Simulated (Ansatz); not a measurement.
Two structures of CH₇AlO, singlet, reached by relaxing down either side of one saddle point (PBE0-D4/def2-TZVP). Energies are electronic, without zero-point energy. Computed with Ansatz 0.2.0 (basis: def2-TZVPP and def2-QZVPP); correlated methods freeze the cores. Extrapolation: Hartree–Fock as exp(−7.88 √X), correlation as X^−2.97. First:

```xyz
10
angstrom
Al -0.9514 0.1327 -1.2589
H -0.2470 0.6860 -2.5851
H -1.4475 -1.3840 -1.1898
H -1.7522 1.1921 -0.3583
H 1.3308 0.6978 -0.3621
O 0.7129 -0.0174 -0.1804
C 0.6148 -0.2671 1.2281
H -0.0409 -1.1287 1.3377
H 0.1794 0.5919 1.7412
H 1.6012 -0.5032 1.6275
```

Second:

Al1  (-0.972, -0.277, -0.817)
H2  (0.427, 1.311, -1.941)
H3  (-1.211, -1.235, -2.047)
H4  (-1.780, 1.062, -0.547)
H5  (0.695, 0.683, -2.259)
O6  (0.116, -0.823, 0.355)
C7  (0.578, -0.287, 1.558)
H8  (0.421, -1.000, 2.374)
H9  (0.072, 0.650, 1.827)
H10  (1.653, -0.084, 1.497)
(Å)

Which bonds change from the first to the second?

CH₄O ([CH3][OH]) + AlH₃ → CH₅AlO ([CH3][O][AlH2]) + H₂; bonds formed: H2–H5; dative contacts that become bonds: Al1–O6; bonds broken: Al1–H2, H5–O6.

Give the saddle point's structure and its height above each. (Judge from chemistry; the value comes from the calculation.)

The calculation gives: 75.6 kJ/mol above the first and 101.9 kJ/mol above the second (CCSD(T) at an estimated basis limit (MP2 extrapolated from triple and quadruple zeta, plus CCSD(T) − MP2 in triple zeta)).
```json
{"atom": "Al1", "x (Å)": "-0.9967", "y (Å)": "-0.1128", "z (Å)": "-1.0897"}
{"atom": "H2", "x (Å)": "0.3117", "y (Å)": "0.9196", "z (Å)": "-1.7245"}
{"atom": "H3", "x (Å)": "-1.3735", "y (Å)": "-1.2356", "z (Å)": "-2.1349"}
{"atom": "H4", "x (Å)": "-2.0479", "y (Å)": "0.7738", "z (Å)": "-0.3014"}
{"atom": "H5", "x (Å)": "0.7128", "y (Å)": "0.3866", "z (Å)": "-0.9206"}
{"atom": "O6", "x (Å)": "0.5013", "y (Å)": "-0.4923", "z (Å)": "-0.0672"}
{"atom": "C7", "x (Å)": "0.6860", "y (Å)": "-0.1270", "z (Å)": "1.2871"}
{"atom": "H8", "x (Å)": "0.0293", "y (Å)": "-0.7271", "z (Å)": "1.9219"}
{"atom": "H9", "x (Å)": "0.4551", "y (Å)": "0.9306", "z (Å)": "1.4547"}
{"atom": "H10", "x (Å)": "1.7220", "y (Å)": "-0.3160", "z (Å)": "1.5745"}
```

No T1 diagnostic of these runs exceeds 0.013.

The step is the kind of ligand exchange by which a precursor binds to a hydroxyl group, or is hydrolysed, in atomic layer deposition of oxides.

Labels in which every atom is bracketed show which atoms are joined, not bond orders.

For scale, one of the runs: CCSD(T)/def2-TZVPP, 202 basis functions, launched by `ansatz run in.yaml --threads 2 --pin off --events-out ev --progress --plain --max-ram 4352MiB`. Time: 54 s of wall clock on 2 CPU threads of an Arm Neoverse V1; the host was shared. Peak host memory: 2.5 GiB.
